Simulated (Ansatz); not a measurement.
FH (charge +1), harmonic frequencies at the relaxed geometry

Program: Ansatz 0.2.0, Python API.

Notebook, run cell by cell (the value of a cell's last expression is shown):

In [1]:
```python
import ansatz as az
from ase import Atoms
import numpy as np

BASIS = "def2-TZVP"
METHOD = "ccsd_t"
CHARGE = 1
```

In [2]:
```python
atoms = Atoms(["H", "F"], positions=[
    (0.0, 0.0, 0.0),
    (0.0, 0.0, 1.035),
])
system = az.Crystal.molecule_from_ase(atoms)
```

In [3]:
```python
setup = (
    system.calculation()
    .basis(gaussian=BASIS)
    .correlation(METHOD)
    .charge(CHARGE)
    .spin("collinear", total=1)
    .scf(lower_state_search="light")
)
symbols = [site.symbol for site in system.cartesian_sites]
start = np.array([site.position_ang for site in system.cartesian_sites], dtype=float)
def progress(event):
    if event["event"] == "relax_step":
        row = event["data"]
        print(f"step {row['step']:3d}  E = {row['lagrangian_ev']:.6f} eV  largest force component {row['allowed_force_max_ev_ang']:.4f} eV/A")
```

In [4]:
```python
data = setup.relax(force_tolerance=0.003).session().plan().execute(on_event=progress).report
end = np.array(data["positions_ang"])
```
```text
step   1  E = -2714.540938 eV  largest force component 0.8811 eV/A
step   2  E = -2714.551367 eV  largest force component 0.4146 eV/A
step   3  E = -2714.554034 eV  largest force component 0.0378 eV/A
step   4  E = -2714.554052 eV  largest force component 0.0131 eV/A
step   5  E = -2714.554054 eV  largest force component 0.0000 eV/A
```

In [5]:
```python
print("final positions (A) and the move of each atom")
for symbol, xyz, old in zip(symbols, end, start):
    print(f"{symbol:2s} {xyz[0]:10.5f} {xyz[1]:10.5f} {xyz[2]:10.5f}   {np.linalg.norm(xyz - old):7.4f}")
```
```text
final positions (A) and the move of each atom
H    -0.00000    0.00000    0.01437    0.0144
F     0.00000   -0.00000    1.02063    0.0144
```

In [6]:
```python
# same settings at the minimum
minimum = az.Crystal.molecule()
for symbol, place in zip(symbols, end):
    minimum = minimum.atom(symbol, place.tolist())
vibrating = (
    minimum.calculation()
    .basis(gaussian=BASIS)
    .correlation(METHOD)
    .charge(CHARGE)
    .spin("collinear", total=1)
    .scf(lower_state_search="light")
    .phonons(temperatures=(298.15, 498.15, 100))
)
vib = vibrating.run(threads=1).report["vibrations"]
sums = vib["harmonic_sums"]
modes = [m["omega_inv_cm"] for m in sums["modes_at_gamma"] if m["rigid_motion"] == "no"]
for number, w in enumerate(modes, start=1):
    print(f"mode {number:2d} {w:9.1f} 1/cm {w / 8065.544 * 1000:8.2f} meV")
print("imaginary modes:", sum(w < 0 for w in modes), " zero-point energy:", round(sums["zero_point_energy_ev"], 4), "eV")
print("T (K)   F_vib (eV)   S_vib (meV/K)   C_vib (meV/K)")
for row in zip(sums["temperatures_k"], sums["vibrational_free_energy_ev"], vib["entropy_ev_per_k"], vib["heat_capacity_ev_per_k"]):
    print(f"{row[0]:6.1f} {row[1]:11.4f} {1000 * row[2]:13.4f} {1000 * row[3]:15.4f}")
```
```text
mode  1    3109.6 1/cm   385.54 meV
imaginary modes: 0  zero-point energy: 0.1928 eV
T (K)   F_vib (eV)   S_vib (meV/K)   C_vib (meV/K)
 298.1      0.1928        0.0000          0.0000
 398.1      0.1928        0.0000          0.0001
 498.1      0.1928        0.0001          0.0009
```

Caveats:
- The settings weren't tested for convergence.
- The frequencies are harmonic and unscaled, in a modest basis. The result belongs to the one conformer reached from this start, and soft torsions count as harmonic oscillators.
- The species is open-shell (spin multiplicity 2).
- The whole script took 11 s on 1 thread of Intel(R) Xeon(R) 6975P-C (Granite Rapids) (shared host), peak memory 0.21 GiB.

(Lines on the test bed's own set-up are left out of the output.)
